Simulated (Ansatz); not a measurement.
# How far each method lies from full CI for SiO, triplet

Geometry: that of the SiO, singlet, kept fixed. The singlet lies 4.3 eV lower here.

```yaml
atoms:
  - { symbol: Si, position_ang: [0.0000, 0.0000, 0.0000] }
  - { symbol: O, position_ang: [0.0000, 0.0000, 1.5088] }
```

Basis 6-31G; Ansatz 0.2.0. Correlated methods freeze the noble-gas cores, which leaves 10 electrons in 16 orbitals. Prefix R: restricted or restricted open-shell reference; prefix U: unrestricted. Active spaces: valence = (10e, 8o) chosen from the atoms' valence shells.

Full CI is exact within this basis and frozen core; it isn't the basis-set limit. The frozen core follows each run's orbitals, which can shift R against U totals by a few meV.

HF rows: RHF is the lowest solution found, UHF is the lowest solution found. Coupled cluster chose its determinant by a search with trial CCSD, here up to 0.58 eV above the lowest Hartree–Fock solution of its kind, and MP2 stands on that determinant too.

The determinant under UHF, CISD fills its π shells in a way that full CI's natural occupations don't show, so these levels stand on another configuration than full CI's state and aren't compared.

The UHF ⟨S²⟩ is 2.010 and the ⟨S²⟩ of the determinant under UCCSD is 2.023. The T1 diagnostic (RCCSD) is 0.1047, the largest doubles amplitude (RCCSD) is 0.148 and the T1 diagnostic (UCCSD) is 0.0834.

Problem. From what is known of these methods and the diagnostics, rank them by the size of their error in total energy against full CI in 6-31G, smallest first (an estimate: the text doesn't fix the numbers).
A. RCCSDT
B. CASSCF (valence space)
C. UMP2
D. RCCSD(T)
E. RCCSDT(Q)

Solution. E (1.4 kJ/mol), A (2.9 kJ/mol), D (8.5 kJ/mol), C (90.7 kJ/mol), B (234.3 kJ/mol).

All errors are against full CI in 6-31G. Below it: RCCSDT(Q). With T1 at 0.105 and a doubles amplitude of 0.15 one determinant is a poor start. Within each family the higher level lies nearer, as is usual though not guaranteed.

The full-CI state has the irrep B1 of C2v, in the program's axes (one component, if the state is degenerate).

Natural occupations of full CI about the gap: 1.965 1.925 1.908 1.027 1.011 0.093 0.031 0.017 0.012 0.009; effectively unpaired electrons, Σ n²(2−n)², 2.09.
